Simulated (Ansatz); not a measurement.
Stepwise reaction of BH₃ with hydrogen chloride, as a gas-phase model of exchange steps in deposition or etching. ΔE in kJ/mol; ΔG adds harmonic PBE0-D4 terms to CCSD(T)/CBS, at 1 bar.

Computed with Ansatz on PBE0-D4/def2-TZVP structures; ΔE is electronic, products minus reactants. CBS: MP2 limit from def2 TZ/QZ plus the TZ coupled-cluster correction, frozen cores. This one scheme is used for every species. DFT in def2-TZVPP. B3LYP here is the variant with VWN-RPA as its local correlation; programs differ in this.

```csv
step,reaction,PBE-D4,B3LYP-D4,ωB97M-V,CCSD(T)/CBS,ΔG(600 K)
2,`BCl` + HCl → `ClBCl` + H₂,-80.0,-71.7,-72.2,-70.2,-64.3
3,`ClBCl` + HCl → `ClB(Cl)Cl` + H₂,-61.1,-53.9,-54.7,-52.0,-40.7
```

**Question.** Give the row of step 1, BH₃ + HCl → `BCl` + H₂. (An estimate is asked.)

**Answer.** Computed: 
```csv
step,reaction,PBE-D4,B3LYP-D4,ωB97M-V,CCSD(T)/CBS,ΔG(600 K)
1,BH₃ + HCl → `BCl` + H₂,-92.3,-83.1,-83.3,-82.1,-81.0
```

**Question.** By hand: ΔE of the 3 steps together at CCSD(T)/CBS.

**Answer.** (-82.1) + (-70.2) + (-52.0) = -204.3 kJ/mol, or -68.1 kJ/mol a step.

In ΔE each step is higher than the one before. All are downhill at CCSD(T)/CBS. ΔG lies between -81.0 and -40.7 kJ/mol a step. PBE-D4 differs from CCSD(T)/CBS by -10.2 to -9.1 kJ/mol a step. Isolated molecules leave out the surface, adducts and barriers. Largest T1 diagnostic: 0.012.
